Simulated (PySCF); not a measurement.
Molecule: 2-chloro-1,1-difluoroethane (FC(F)CCl, C$_{2}$H$_{3}$ClF$_{2}$).

Mapped SMILES: `[F:1][CH:2]([F:3])[CH2:4][Cl:5]`. Each H is labelled by its parent atom.

Geometry PBE0-D3(BJ)/def2-SVP throughout; GIAO in PySCF 2.14.0 with density-fitted response routines, gas phase, one conformer, non-relativistic; equivalent atoms averaged; basis pcSseg-2.

**Question.** How do the shifts δ (against CFCl3, TMS, HCl at the same level) depend on the functional? (ppm; last column core-seconds on shared hosts with different chips, so compare them loosely)

**Answer.** 
| functional | kind | F1/F3 | C2 | C4 | Cl5 | H(C2) | H(C4) | core-s |
| --- | --- | --- | --- | --- | --- | --- | --- | --- |
| HF | Hartree–Fock | -103.7 | 106.7 | 44.9 | 6.9 | 5.28 | 3.36 | 7.4 |
| LDA | LDA | -150.9 | 130.6 | 51.2 | 86.1 | 6.07 | 3.51 | 15 |
| PBE | GGA | -147.7 | 126.7 | 50.7 | 76.2 | 5.97 | 3.46 | 22 |
| BLYP | GGA | -146.1 | 127.6 | 52.1 | 79.9 | 5.97 | 3.50 | 24 |
| BP86 | GGA | -148.5 | 126.3 | 50.8 | 73.3 | 5.96 | 3.46 | 21 |
| OPBE | GGA | -143.9 | 122.0 | 48.9 | 67.3 | 5.92 | 3.44 | 22 |
| KT2 | GGA | -154.0 | 122.3 | 49.2 | 67.1 | 5.91 | 3.48 | 22 |
| KT3 | GGA | -147.4 | 120.7 | 49.3 | 66.8 | 5.88 | 3.48 | 21 |
| B97-D | GGA | -143.9 | 123.7 | 50.9 | 69.3 | 5.94 | 3.50 | 22 |
| B3LYP | global hybrid | -134.8 | 123.5 | 50.7 | 63.1 | 5.78 | 3.47 | 15 |
| PBE0 | global hybrid | -133.5 | 121.7 | 49.1 | 55.5 | 5.72 | 3.42 | 15 |
| mPW1PW91 | global hybrid | -133.1 | 121.6 | 49.3 | 54.5 | 5.72 | 3.42 | 15 |
| WP04 | global hybrid | -131.9 | 124.7 | 52.5 | 66.8 | 5.72 | 3.47 | 29 |
| B97-2 | global hybrid | -133.2 | 120.5 | 49.3 | 54.3 | 5.73 | 3.43 | 29 |
| BHandHLYP | global hybrid | -121.0 | 117.4 | 48.6 | 41.3 | 5.56 | 3.43 | 28 |
| CAM-B3LYP | range-separated hybrid | -124.7 | 123.6 | 49.7 | 58.7 | 5.75 | 3.44 | 38 |
| wB97X-D | range-separated hybrid | -127.3 | 121.7 | 49.1 | 51.3 | 5.68 | 3.38 | 39 |
| LC-wPBE | range-separated hybrid | -114.8 | 123.9 | 47.8 | 49.6 | 5.72 | 3.33 | 52 |

**Question.** Which nucleus moves most, in ppm?

**Answer.** Cl5 (chlorine bonded to C): from 6.9 ppm with HF to 86.1 ppm with LDA. The smallest spread is 0.18 ppm, at H(C4). Proton shifts span only some 12 ppm, so a few tenths of a ppm matter as much there as several ppm in carbon.
